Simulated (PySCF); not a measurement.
**A PySCF run on NH**

State: ³Σ⁻ (triplet), unpaired electrons π ↑↑.

An equivalent input (the run itself took its basis sets from the Basis Set Exchange, started from a PBE0 density and held the occupation σ 3α 3β, πx 1α 0β, πy 1α 0β):

```python
from pyscf import gto, scf, cc
mol = gto.M(atom='H 0 0 0; N 0 0 1.039', basis={'H': 'def2-TZVPP', 'N': 'def2-TZVPP'},
            charge=0, spin=2, verbose=4, symmetry='C2v')
mf = scf.UHF(mol)
mf.irrep_nelec = {'A1': (3, 3), 'B1': (1, 0), 'B2': (1, 0)}
mf.conv_tol = 1e-9
mf.max_cycle = 60
mf.diis_space = 10
mf.kernel()
mycc = cc.CCSD(mf, frozen=[[0, 44], [0, 44]])
mycc.run(conv_tol=1e-7, conv_tol_normt=1e-5, max_cycle=80, diis_space=8)
et = mycc.ccsd_t()
```

The SCF ended at -54.98358645 hartree. The coupled-cluster part of the log:

```
******** <class 'pyscf.cc.uccsd.UCCSD'> ********
CC2 = 0
CCSD nocc = (4, 2), nmo = (43, 43)
frozen orbitals [[0, 44], [0, 44]]
max_cycle = 80
direct = 0
conv_tol = 1e-07
conv_tol_normt = 1e-05
diis_space = 8
diis_start_cycle = 0
diis_start_energy_diff = 1e+09
Init t2, MP2 energy = -0.135680314332666
Init E_corr(UCCSD) = -0.135680314341536
cycle = 1  E_corr(UCCSD) = -0.149754339846134  dE = -0.0140740255  norm(t1,t2) = 0.0365644
cycle = 2  E_corr(UCCSD) = -0.153086193541374  dE = -0.0033318537  norm(t1,t2) = 0.0142766
cycle = 3  E_corr(UCCSD) = -0.154958343324225  dE = -0.00187214978  norm(t1,t2) = 0.0070446
cycle = 4  E_corr(UCCSD) = -0.154930292031041  dE = 2.80512932e-05  norm(t1,t2) = 0.00172203
cycle = 5  E_corr(UCCSD) = -0.154916125595233  dE = 1.41664358e-05  norm(t1,t2) = 0.000741426
cycle = 6  E_corr(UCCSD) = -0.154939725938124  dE = -2.36003429e-05  norm(t1,t2) = 0.000305448
cycle = 7  E_corr(UCCSD) = -0.1549390216287  dE = 7.04309425e-07  norm(t1,t2) = 9.94356e-05
cycle = 8  E_corr(UCCSD) = -0.154938348443569  dE = 6.73185131e-07  norm(t1,t2) = 3.48853e-05
cycle = 9  E_corr(UCCSD) = -0.15493855446583  dE = -2.06022262e-07  norm(t1,t2) = 1.36849e-05
cycle = 10  E_corr(UCCSD) = -0.154938522920148  dE = 3.1545682e-08  norm(t1,t2) = 3.14198e-06
UCCSD converged
E(UCCSD) = -55.1385249736811  E_corr = -0.1549385229201483
UCCSD(T) correction = -0.00375812175650024
```

T1 diagnostic 0.010, D1 0.025, 6 electrons correlated, 1 of the virtual orbitals (those above 20 hartree) left out.

Repeating this along the bond gives Re = 1.039 Å and ωe = 3271 cm⁻¹.

A point of this curve took 1.3 CPU seconds beside 0.037 for the integrals, on Intel Xeon Platinum 8488C (shared host).

Correlated steps freeze 1 core orbital. The state is the lowest determinant that a PBE0 search found; another state may lie lower at other levels.
